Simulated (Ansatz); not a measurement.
HS2 (SMILES [S-]S) (charge -1), closed shell: a trajectory.

in.yaml

```yaml
crystal:
  periodic: [false, false, false]
  atoms:
    - {symbol: S, position_ang: [1.067470, 0.818170, 0.676490]}
    - {symbol: S, position_ang: [-0.002840, -0.736000, -0.081060]}
    - {symbol: H, position_ang: [-1.064630, -0.082160, -0.595440]}
basis:
  gaussian: {orbitals: def2-SVPD}
total_charge: -1
hamiltonian: {xc: pbe0, dispersion: d4}
md: {n_steps: 30, timestep: 0.5, temperature: 500, ensemble: npt, seed: 111, initial_velocities: maxwell_boltzmann}
```

Launched with

```bash
ansatz run in.yaml --threads 2 --pin off --events-out ev --progress --plain --max-ram 3481MiB
```

Output of Ansatz 0.2.0:

```
Error: YAML parse error: error: line 11 column 62: unknown variant `npt`, expected one of nve, nve_milne, nvt_langevin, nvt_nose_hoover, npt_langevin
  --> <input>:11:62
   |
 9 | total_charge: -1
10 | hamiltonian: {xc: pbe0, dispersion: d4}
11 | md: {n_steps: 30, timestep: 0.5, temperature: 500, ensemble: npt, seed: 111, initial_velocities: maxwell_boltzmann}
   |                                                              ^ unknown variant `npt`, expected one of nve, nve_milne, nvt_langevin, nvt_nose_hoover, npt_langevin
```

The run took about 0.06 s on 2 CPU threads of an Intel Xeon (shared host).


The program refused the input. The ensemble's name is not one that the program knows.